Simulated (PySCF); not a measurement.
A structure optimised at ωB97X-D3(BJ)/def2-TZVP, used in a PySCF frequency run:

```xyz
3

O      0.0000     1.0930     0.1396
N      0.0000     0.0000    -0.3192
O      0.0000    -1.0930     0.1396
```
Charge 0, spin multiplicity 2.

Q: Write its SMILES, formula and point group.

A: [O]N=O, NO₂, C2v

Q: What are its rotational constants (standard atomic weights)?

A: 246.40, 13.220, 12.547 GHz
